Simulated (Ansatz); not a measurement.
# Two structures, one formula

Two relaxed structures of B2SiH5, doublet (PBE0-D4/def2-TZVP; forces vanish, vibrations not checked).

A:

| atom | x (Å) | y (Å) | z (Å) |
| --- | --- | --- | --- |
| B1 | -0.4566 | 1.2419 | -0.9841 |
| B2 | 0.0552 | 0.2397 | -0.0020 |
| Si3 | 0.7964 | -1.0291 | 1.3183 |
| H4 | 0.6682 | 1.4326 | -0.1676 |
| H5 | -0.7450 | 2.1209 | -1.7135 |
| H6 | 0.8019 | -0.4226 | 2.6777 |
| H7 | 2.1971 | -1.3889 | 0.9655 |
| H8 | -0.0173 | -2.2718 | 1.3566 |

B:

```xyz
8
angstrom
B -0.9713 1.0051 -1.4453
B -0.1885 0.2437 -0.3136
Si 0.7649 -0.7564 1.1143
H -1.9823 0.5581 -1.9122
H -0.5723 2.0551 -1.8690
H 0.8421 0.0228 2.3787
H 2.1409 -1.1368 0.6976
H -0.0334 -1.9917 1.3496
```

Computed with Ansatz 0.2.0 (basis: def2-TZVPP); correlated methods freeze the cores; orbitals are unrestricted. B3LYP uses VWN-RPA correlation.

Q: Which structure is lower at CCSD(T), and by how much? (An estimate is asked for; the value comes from the calculation.)

A: The calculation gives: A, by 0.112 eV (electronic energy, against the other). By their contacts, A is B₂SiH₅ ([SiH3][B]1[H][BH]1) and B is B₂SiH₅ ([BH2][B][SiH3]).

Q: Do the other methods give the same order? (Judge from chemistry; the calculation decides.)

A: The calculation gives: Not all: HF gives the other order.

| method | E(B) − E(A) (eV) |
| --- | --- |
| PBE-D4 | 0.128 |
| r2SCAN-D4 | 0.145 |
| PBE0-D4 | 0.120 |
| B3LYP-D4 | 0.003 |
| wB97M-V | 0.108 |
| HF | -0.237 |
| MP2 | 0.205 |
| CCSD | 0.058 |
| CCSD(T) | 0.112 |

The T1 diagnostic stays at or below 0.019. ⟨S²⟩ of the unrestricted Hartree–Fock references: 0.76 (a pure state has 0.75).

Labels in which every atom is bracketed show which atoms are joined, not bond orders.

For scale, one of the runs: CCSD(T)/def2-TZVPP, 174 basis functions, launched by `ansatz run in.yaml --threads 2 --pin off --events-out ev --progress --plain --max-ram 4352MiB`. Time: 68 s of wall clock on 2 CPU threads of an Arm Neoverse V2; the host was shared. Peak host memory: 3.5 GiB.
